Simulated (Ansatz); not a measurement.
One change: `CC1CCO1` becomes `FC1CCO1`.

Ansatz, PBE0-D4/def2-TZVP geometries, multiplicity 1. 

| property | `CC1CCO1` |
| --- | --- |
| ideal-gas entropy at 298 K and 1 bar (rigid rotor, harmonic PBE0-D4/def2-TZVP) / J/(mol·K) | 304 |
| HOMO–LUMO gap (PBE0/def2-TZVPP) / eV | 8.50 |
| HOMO–LUMO gap (PBE/def2-TZVPP) / eV | 6.12 |
| HOMO energy (ωB97M-V/def2-TZVPP) / eV | -9.52 |
| size of the dipole moment (ωB97M-V/def2-TZVPP) / D | 1.82 |
| HOMO energy (PBE/def2-TZVPP) / eV | -5.54 |

Q: What does the change do to each property? (Estimate.)

A: The calculation gave: 
| property | `FC1CCO1` | shift |
| --- | --- | --- |
| ideal-gas entropy at 298 K and 1 bar (rigid rotor, harmonic PBE0-D4/def2-TZVP) / J/(mol·K) | 293 | -11 |
| HOMO–LUMO gap (PBE0/def2-TZVPP) / eV | 9.58 | 1.08 |
| HOMO–LUMO gap (PBE/def2-TZVPP) / eV | 7.15 | 1.03 |
| HOMO energy (ωB97M-V/def2-TZVPP) / eV | -10.60 | -1.08 |
| size of the dipole moment (ωB97M-V/def2-TZVPP) / D | 2.74 | 0.92 |
| HOMO energy (PBE/def2-TZVPP) / eV | -6.57 | -1.03 |

The zero-point energy changes by -92.4 kJ/mol with -9 modes. Dipoles are sizes alone; their direction can turn.

Positive LUMOs are unbound, so they and the gaps depend on the basis.
